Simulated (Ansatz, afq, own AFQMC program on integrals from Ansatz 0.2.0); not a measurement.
**O, quintet: AFQMC among the cluster methods**

A free O atom.

Basis cc-pVDZ. Noble-gas cores (and the filled d shells of Ga–Kr and In–Xe) are frozen. AFQMC by an in-house program on the Cholesky factors that Ansatz 0.2.0 writes for its CCSD(T) run. The CISD trial takes its coefficients from CCSD amplitudes. Released means that phaseless walkers are propagated on without the constraint, phases kept. Error bars are statistical, one sigma.

Determinant: UHF, the one that the program's search chose, which needn't be the lowest solution.

Full CI is exact in this basis; its frozen core comes from its own orbitals, which moves totals by up to a few meV.

Cautions: another spin lies lower (by 27.55 eV); in this basis the state lies above a state of the ion, a sign that the basis lacks the diffuse functions it needs, so its energy is an artefact of the basis; full CI with its own frozen core.

```
T1 diagnostic                               : 0.0034
weight of the determinant in the CISD state : 0.967
⟨S²⟩ of the determinant                     : 6.005
size of the correlated space                : 6 electrons in 13 orbitals
```

Reference: full CI, correlation energy -2.520 eV. The released energy is read at 1.50 1/Eh (meV from the phaseless value at times in 1/Eh: 0.1 ± 1.2 at 0.24, -0.2 ± 1.3 at 0.50, -1.0 ± 1.1 at 1.00, -2.2 ± 1.4 at 1.50). CCSDTQ lies 6.7 meV below full CI, in part by the other frozen core, which shifts every row alike, so rows that close can't be ranked against it.

```
         level  E − E(reference) (kJ/mol)  share of correlation (%)
            HF                      243.1                      0.00
           MP2                       54.9                     77.41
          CCSD                        2.3                     99.07
       CCSD(T)                        0.0                     99.99
         CCSDT                       -0.5                    100.22
      CCSDT(Q)                       -0.6                    100.26
        CCSDTQ                       -0.6                    100.27
 ph-AFQMC/CISD                 -0.4 ± 0.1                    100.18
released AFQMC                 -0.6 ± 0.1                    100.27
```

CCSDT and higher add their correlation energy to the determinant of the CCSD(T) run, since their own runs factorise the integrals more tightly (a shift of under 2 meV). A walk keeps the symmetry of its determinant, which the program's search chose and which needn't be the lowest solution, so a lower state of the same spin and another symmetry isn't excluded. Released energies are given only where the last usable release times agree within the noise; a slower fall can still hide under it.
